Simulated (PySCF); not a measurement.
SiH: frontier orbitals

MN15 at R = 1.501 Å; PySCF, no relativity, basis sets Si STO-3G, H STO-3G. State: ²Π (doublet), unpaired electrons π ↑. Only the outer orbitals are listed, counted within each symmetry.

| spin | orbital | occ. | ε (eV) | on Si (%) | main shells (%) |
| --- | --- | --- | --- | --- | --- |
| α | 4σ | 1 | -11.37 | 71 | 66 Si s, 29 H s |
| α | 5σ | 1 | -4.83 | 70 | 42 Si p, 30 H s, 29 Si s |
| α | 2π | 1 | -1.34 | 100 | 100 Si p |
| α | 2π | 0 | 2.19 | 100 | 100 Si p |
| α | 6σ | 0 | 10.90 | 58 | 53 Si p, 42 H s |
| β | 4σ | 1 | -10.63 | 64 | 58 Si s, 36 H s |
| β | 5σ | 1 | -4.22 | 72 | 37 Si s, 36 Si p, 28 H s |
| β | 2π | 0 | 2.96 | 100 | 100 Si p |
| β | 2π | 0 | 4.08 | 100 | 100 Si p |
| β | 6σ | 0 | 11.41 | 64 | 58 Si p, 36 H s |

Which are the highest filled and the lowest empty level, where do they sit, and how wide is the gap?

Highest filled α 2π at -1.34 eV (in %: 100 Si p); lowest empty α 2π at 2.19 eV (in %: 100 Si p); the gap at MN15 is 3.53 eV. Both belong to one degenerate shell, split only by its one-sided filling, so this is no excitation gap. An empty level above zero is unbound, and its energy depends on the basis.

```json
{
  "bond order (Mayer)": "0.95",
  "⟨S²⟩": "0.752",
  "charge on Si (Mulliken, basis-dependent)": "0.22",
  "charge on Si (Löwdin, basis-dependent)": "0.21",
  "dipole moment (positive dipole means Si(−)H(+))": "-0.09 D"
}
```

STO-3G is very small, so such numbers show the basis as much as the molecule. The state was picked by a PBE0 search and need not be the measured ground state.
